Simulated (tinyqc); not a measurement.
Worked calculation: Pariser-Parr-Pople SCF with singles CI, for the molecule c1ccsc1 (SMILES; centres numbered as the heavy atoms are written). Computed by tinyqc, a small Python program that keeps every step. Settings: charge = 0, gamma = Ohno, start = huckel, damping = 0, iteration cap = 81, excitations kept = 4. Command: `OMP_NUM_THREADS=1 python tinyqc.py 24113 24114 out.jsonl` (the two numbers bound the seeds that draw the settings). One thread of a shared host (Intel(R) Xeon(R) Processor @ 2.60GHz), about 0.01 s of CPU time with the checks. Later iterations appear only in the table of the cycle.

## PPP integrals

Centres (angstrom, eV; a flat drawing with bonds scaled to 1.40 angstrom):
```
centre          x          y  core charge z          W   gamma_rr
1C       1.191000   0.000000              1  11.160000  11.130000
2C       0.368000   1.133000              1  11.160000  11.130000
3C      -0.963000   0.700000              1  11.160000  11.130000
4S      -0.963000  -0.700000              2  22.000000  13.000000
5C       0.368000  -1.133000              1  11.160000  11.130000
```

Resonance integrals (eV):
```
i  j       beta
1  2  -2.390000
2  3  -2.390000
3  4  -2.020000
4  5  -2.020000
5  1  -2.390000
```

Ohno: gamma = 14.399645/sqrt(R^2 + a^2), a = 2 x 14.399645/(gamma_rr + gamma_ss); H_rr = -W_r - sum_(s != r) z_s gamma_rs; H_rs = beta for bonds.

repulsion gamma_rs (eV), lower triangle:
```
           1C         2C         3C         4S         5C
1C  11.130000
2C   7.552804  11.130000
3C   5.520570   7.554850  11.130000
4S   5.624616   5.623872   7.827217  13.000000
5C   7.552804   5.518526   5.519866   7.828316  11.130000
```

core matrix H (eV), lower triangle:
```
            1C          2C          3C          4S          5C
1C  -43.035410
2C   -2.390000  -43.033924
3C    0.000000   -2.390000  -45.409719
4S    0.000000    0.000000   -2.020000  -48.904021
5C   -2.390000    0.000000    0.000000   -2.020000  -45.407828
```

## Starting guess

pi electrons, sum of z_r less the charge = 6

Orbitals of the Hueckel matrix of the beta values.

P at the start, lower triangle:
```
           1C         2C         3C        4S        5C
1C   1.185525
2C   0.632739   1.185525
3C  -0.227346   0.667082   1.191603
4S  -0.261797  -0.261797   0.633457  1.245743
5C   0.667082  -0.227346  -0.255610  0.633457  1.191603
```

## Iteration 1: Fock matrix

F_rr = H_rr + P_rr gamma_rr / 2 + sum_(s != r) P_ss gamma_rs; F_rs = H_rs - P_rs gamma_rs / 2; E = tr P (H + F) / 2 + core repulsion sum_(r<s) z_r z_s gamma_rs.

F (eV), lower triangle:
```
           1C         2C         3C         4S         5C
1C  -4.898821
2C  -4.779477  -4.898260
3C   0.627538  -4.909851  -6.949017
4S   0.736254   0.736156  -4.499102  -8.816141
5C  -4.909169   0.627306   0.705468  -4.499450  -6.950604
```

pi energy = -85.527055 eV

## Iteration 1: orbitals and new P

Diagonalise F (the basis is taken as orthonormal) and form P = 2 sum c c over the lowest orbitals.

orbital energies (eV): -14.909098  -10.584651  -10.373863  0.544459  2.810310

P after iteration 1, lower triangle:
```
           1C         2C         3C        4S        5C
1C   1.082035
2C   0.644636   1.082005
3C  -0.136527   0.690205   1.220561
4S  -0.287667  -0.287565   0.582549  1.394737
5C   0.690162  -0.136543  -0.342004  0.582558  1.220663
```

## Iteration 2: Fock matrix

As before.

F (eV), lower triangle:
```
           1C         2C         3C         4S         5C
1C  -5.039239
2C  -4.824403  -5.038937
3C   0.376854  -4.997197  -6.814663
4S   0.809007   0.808613  -4.299870  -8.557817
5C  -4.996329   0.376759   0.943908  -4.300223  -6.815599
```

pi energy = -85.908081 eV

## Iteration 2: orbitals and new P

As before.

orbital energies (eV): -14.623072  -10.552270  -10.477369  0.807912  2.578545

P after iteration 2, lower triangle:
```
           1C         2C         3C        4S        5C
1C   1.065889
2C   0.640419   1.065843
3C  -0.120819   0.697672   1.220820
4S  -0.290256  -0.290144   0.569911  1.426543
5C   0.697621  -0.120822  -0.353691  0.569939  1.220904
```

## Iteration 3: Fock matrix

As before.

F (eV), lower triangle:
```
           1C         2C         3C         4S         5C
1C  -5.069000
2C  -4.808481  -5.068654
3C   0.333494  -5.025402  -6.774162
4S   0.816290   0.815868  -4.250407  -8.528858
5C  -5.024499   0.333381   0.976164  -4.250830  -6.774966
```

pi energy = -85.921457 eV

## Iteration 3: orbitals and new P

As before.

orbital energies (eV): -14.577271  -10.543029  -10.472287  0.844992  2.531953

P after iteration 3, lower triangle:
```
           1C         2C         3C        4S        5C
1C   1.063830
2C   0.636681   1.063773
3C  -0.118108   0.701561   1.218178
4S  -0.290691  -0.290577   0.566103  1.435972
5C   0.701508  -0.118104  -0.354667  0.566144  1.218246
```

## Convergence

Stop when output and input P, before any damping, agree to 1e-7.

Course of the cycle:
```
iteration        E (eV)  largest |P(out) - P(in)|
1          -85.52705477                  1.49e-01
2          -85.90808065                  3.18e-02
3          -85.92145709                  9.43e-03
4          -85.92266289                  3.79e-03
5          -85.92296199                  1.86e-03
6          -85.92305819                  9.97e-04
7          -85.92309027                  5.56e-04
8          -85.92310104                  3.16e-04
9          -85.92310466                  1.81e-04
10         -85.92310588                  1.04e-04
11         -85.92310629                  6.00e-05
12         -85.92310643                  3.47e-05
13         -85.92310647                  2.02e-05
14         -85.92310649                  1.17e-05
15         -85.92310650                  6.82e-06
16         -85.92310650                  3.96e-06
17         -85.92310650                  2.30e-06
18         -85.92310650                  1.33e-06
19         -85.92310650                  7.75e-07
20         -85.92310650                  4.50e-07
21         -85.92310650                  2.61e-07
22         -85.92310650                  1.52e-07
23         -85.92310650                  8.81e-08
```

Converged in 23 iterations.

## Converged orbitals

Charges are z - P_rr.

orbital energies (eV): -14.561130  -10.543895  -10.463539  0.858378  2.519702

coefficients:
```
         MO1        MO2        MO3        MO4        MO5
1C  0.369560   0.327226  -0.537165  -0.276282  -0.625676
2C  0.369591  -0.331329  -0.534586  -0.275975   0.625843
3C  0.461903  -0.625588   0.045985   0.533526  -0.329424
4S  0.547812   0.002479   0.649505  -0.527295   0.000082
5C  0.461926   0.625922   0.041232   0.533682   0.329135
```

pi charges: 1C -0.064394, 2C -0.064318, 3C -0.213659, 4S 0.556079, 5C -0.213708

## Singles CI, singlets

Over the 4 single excitations with the smallest orbital gaps: A = (e_a - e_i) delta + 2 (ia|jb) - (ij|ab), with (pq|rs) = sum c_mp c_mq gamma_mn c_nr c_ns. f = 2/3 w |mu|^2 in atomic units, mu = sqrt2 sum c_ia sum_m c_mi c_ma R_m.

singlet CI matrix (eV), lower triangle:
```
           3>4       2>4        3>5       2>5
3>4   5.973347
2>4   0.000123  5.875403
3>5   0.000357  0.843108   7.058871
2>5  -0.966228  0.000072  -0.000626  7.306913
```

singlet excitation energies (eV): 5.437098  5.466164  7.497175  7.814097

oscillator strengths: 0.101445  0.112743  0.709988  0.874964

## Singles CI, triplets

Over the 4 single excitations with the smallest orbital gaps: A = (e_a - e_i) delta - (ij|ab), with (pq|rs) = sum c_mp c_mq gamma_mn c_nr c_ns.

triplet CI matrix (eV), lower triangle:
```
           3>4       2>4        3>5       2>5
3>4   3.670475
2>4   0.000157  3.749208
3>5  -0.002098  0.271285   5.366899
2>5   0.271285  0.002246  -0.001232  5.746900
```

triplet excitation energies (eV): 3.635614  3.704924  5.411180  5.781765
